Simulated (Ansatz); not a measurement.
# BH3NS radical: up Jacob's ladder to CCSD(T)

The task here is to estimate one member of a computed series from the others.

Method: functionals in def2-TZVPP, the program's frozen cores in correlated methods; program: Ansatz 0.2.0, Gaussian basis.

Levels to be run: LDA (SPW92), PBE-D4, revPBE-D4, BLYP-D4, r2SCAN-D4, B97M-V, PBE0-D4, B3LYP-D4, r2SCANh-D4, r2SCAN0-D4, HSE06-D4, BHLYP-D4, CAM-B3LYP-D4, LC-ωPBE, ωB97X-V, ωB97M-V, B2PLYP, PBE-QIDH; CCSD(T)/def2-SVP; CCSD(T)/def2-TZVPP; MP2/def2-QZVPP; extrapolation to the limit; RPA on PBE.

**The relaxed structure**

All runs share one geometry, relaxed beforehand with PBE0-D4 in a triple-zeta def2 set.

SMILES `N[B]S`, 6 atoms, charge 0, spin multiplicity 2.

Atoms are counted from 1 here; the program's logs count them from 0.

Bond lengths: N1–B2 1.380 Å, N1–H4 1.005 Å, N1–H5 1.010 Å, B2–S3 1.779 Å, S3–H6 1.355 Å. Angles: B2–N1–H4 122.5°, B2–N1–H5 124.0°, H4–N1–H5 113.6°, N1–B2–S3 132.0°, B2–S3–H6 100.0°.

Set-up of the first run:

Input file in.yaml:

```yaml
crystal:
  periodic: [false, false, false]
  atoms:
    - {symbol: N, position_ang: [-0.621185, 0.082972, -0.756714]}
    - {symbol: B, position_ang: [-0.538416, -0.445544, 0.515661]}
    - {symbol: S, position_ang: [0.781057, -0.475150, 1.709232]}
    - {symbol: H, position_ang: [-1.454166, 0.015996, -1.315640]}
    - {symbol: H, position_ang: [0.135537, 0.569192, -1.216584]}
    - {symbol: H, position_ang: [1.739172, 0.188535, 1.017845]}
basis:
  gaussian: {orbitals: def2-TZVPP}
magnetization: {spin_polarized: true, initial_magnetization: 1}
hamiltonian: {xc: lda}
output: {orbitals: {seedname: orbitals}}
```

Among the steps run: LDA; PBE-D4 (GGA); revPBE-D4 (GGA); BLYP-D4 (GGA); r2SCAN-D4 (meta-GGA); B97M-V (meta-GGA); PBE0-D4 (hybrid); B3LYP-D4 (hybrid); r2SCANh-D4 (hybrid); r2SCAN0-D4 (hybrid); HSE06-D4 (hybrid); BHLYP-D4 (hybrid); CAM-B3LYP-D4 (range-separated); LC-ωPBE-D4 (range-separated; the results give it without D4); ωB97X-V (range-separated); ωB97M-V (range-separated); B2PLYP (double hybrid); PBE-QIDH (double hybrid).

One table of the session follows, with a row left open; its other results are not shown here.

It belongs to the step «Orbital energies across the functionals». 

```
  functional  HOMO (eV)  gap (eV)
 LDA (SPW92)      -4.48      1.66
      PBE-D4      -4.54      2.20
   revPBE-D4      -4.52      2.33
     BLYP-D4      -4.35      1.94
   r2SCAN-D4      -4.90      3.18
      B97M-V      -4.54      2.02
     PBE0-D4      -5.75      4.43
    B3LYP-D4      -5.46      3.67
  r2SCANh-D4      -5.35      3.92
  r2SCAN0-D4      -6.02      5.03
    HSE06-D4          ?         ?
    BHLYP-D4      -6.81      6.22
CAM-B3LYP-D4      -7.01      6.47
     LC-ωPBE      -8.49      9.49
     ωB97X-V      -7.93      8.33
     ωB97M-V      -7.55      7.77
```

Estimate the missing values for HSE06-D4.

**Answer.** HOMO (eV): -5.35; gap (eV): 3.65.
